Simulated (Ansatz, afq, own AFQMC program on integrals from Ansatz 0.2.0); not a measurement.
Two steps: Ansatz 0.2.0 writes the Fock matrix and Cholesky factors of the valence space, and afq projects on them the lowest state that overlaps trial and start.

```yaml
crystal:
  periodic: [false, false, false]
  atoms:
    - {symbol: N, position_ang: [0.000000, 0.000000, -1.640933]}
    - {symbol: B, position_ang: [0.000000, 0.000000, -0.307033]}
    - {symbol: P, position_ang: [0.000000, 0.000000, 1.947967]}
basis:
  gaussian: {orbitals: cc-pVDZ}
magnetization: {spin_polarized: true, initial_magnetization: 3}
correlation: {method: ccsd_t, electrons: outside_noble_gas, hamiltonian_folder: ham}
```

```sh
$ ansatz run in.yaml --threads 1 --pin off --events-out ev --progress --plain --max-ram 1382MiB
```

Options of the walk:

```
--method phaseless --trial cisd --walkers 60 --populations 1 --least-time 40 --time-step 0.005 --steps-per-block 50 --equilibration-blocks 28 --max-blocks 300 --target-error 0.00043 --factor-cut 1e-05 --start spin_pure --seed 8515 --release-times 0.24,0.51,0.99,1.62,2.4 --release-step 0.03 --release-every 4 --taylor-order 6
```

Times are imaginary, in 1/Eh. The walk had a cap of 1687 s.

Log:

```
orbitals 39  electrons 8 5  factors 291 of 461
reference energy -419.76428663 Eh
CCSD correlation -0.30416028 Eh in 16 cycles, weight of the determinant in the CISD state 0.8174
energy of the start -420.056571 Eh
 block  time / (1/Eh)  mean weight  energy / Eh
     1     0.250  0.9997  -420.056047
     2     0.500  1.0013  -420.062531
     3     0.750  1.0006  -420.068133
     4     1.000  1.0002  -420.068465
     5     1.250  0.9994  -420.076236
     9     2.250  1.0009  -420.081691
    33     8.250  1.0018  -420.104251
    65    16.250  0.9993  -420.081649
    97    24.250  1.0012  -420.079367
   121    30.250  1.0009  -420.070934
   129    32.250  0.9988  -420.098617
   161    40.250  0.9998  -420.079717
   193    48.250  0.9996  -420.083880
   225    56.250  0.9979  -420.075810
   257    64.250  0.9989  -420.083085
   289    72.250  1.0000  -420.082055
   321    80.250  0.9989  -420.079426
blocks merged  error / Eh  count
     1  0.000454  300
     2  0.000571  150
     4  0.000709  75
     8  0.000745  37
    16  0.000788  18
    32  0.000835  9
released: time / (1/Eh)  energy / Eh  error  mean overlap
  0.24  -420.082314  0.000733  0.9895
  0.51  -420.082424  0.000657  0.9857
  0.99  -420.082014  0.000711  0.9981
  1.62  -420.081915  0.000888  1.0113
  2.40  -420.083083  0.001219  0.9855
energy -420.080833 +/- 0.000788 Eh
(rows thinned)
```

The run passed its tests (sampling time, drift between the halves within three errors, error under three times the target), which doesn't prove that it has relaxed.

Against this walk (error 21.5 meV) on the same determinant: CCSD(T) 17.9 meV higher (within the noise), CCSDT(Q) 73.9 meV lower. The error is statistical and leaves out the bias of the constraint. The determinant has ⟨S²⟩ = 3.92, so the low cluster orders mix in higher spin (the high orders can go on to a lower state of that spin), while the walk starts as a pure quartet. None of these is a sure reference here. Released to 2.40 1/Eh the energy moves by -61 ± 39 meV (both errors), within twice the noise.

Cautions: constraint bias not in the error; error above the target (21.5 against 11.7 meV); lower spins were not checked; unrestricted determinant spin contaminated (⟨S²⟩ 3.92 against 3.75).

The walk took 4.1 min on 1 thread of AMD EPYC 9R45 96-Core Processor (Zen 5), with other jobs on the host. The log's last line is the phaseless energy.

CCSDT and higher add their correlation energy to the determinant of the CCSD(T) run, since their own runs factorise the integrals more tightly (a shift of under 2 meV). A walk keeps the symmetry of its determinant, which the program's search chose and which needn't be the lowest solution, so a lower state of the same spin and another symmetry isn't excluded.
